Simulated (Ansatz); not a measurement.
Geometry optimisation, RKS B3LYP-D4/def2-SVPD (Ansatz 0.2.0).

input.yaml

```yaml
crystal:
  periodic: [false, false, false]
  atoms:
    - { symbol: B, position_ang: [0.300509, -0.068787, -0.07613] }
    - { symbol: Cl, position_ang: [0.5241, -0.152756, 1.739606] }
    - { symbol: H, position_ang: [1.276637, 0.205978, -0.697513] }
    - { symbol: O, position_ang: [-0.884475, -0.303735, -0.647147] }
    - { symbol: H, position_ang: [-1.60187, -0.527399, -0.038315] }
basis:
  gaussian: { orbitals: def2-SVPD }
hamiltonian:
  xc: b3lyp
  dispersion: d4
relax:
  f_tol: 0.03
  max_steps: 50
```

Command:

```bash
$ ansatz run input.yaml --threads 1 --pin off --max-ram 2048MiB --backend cpu --events-out ev --progress --plain --runs-dir out
```

Task: Where does it end, and by what steps?

Result: It converged. After 5 steps the energy has fallen by 0.024 eV; Cl2 moved furthest, 0.04 Å.

```tsv
step	energy less start (eV)	largest force component (eV/Å)	accepted
0	0.0000	0.842	yes
1	-0.0164	0.583	yes
2	-0.0234	0.097	yes
3	-0.0223	0.289	no
4	-0.0238	0.036	yes
5	-0.0239	0.010	yes
```

```xyz
5
Properties=species:S:1:pos:R:3
B 0.314 -0.068 -0.056
Cl 0.494 -0.159 1.719
H 1.269 0.208 -0.718
O -0.871 -0.306 -0.636
H -1.591 -0.522 -0.029
```

Whether the end is a true minimum wasn't checked by a vibrational analysis.

The run took 17 s on 1 thread of Arm Neoverse V1, on a shared host, peak memory 0.14 GiB.
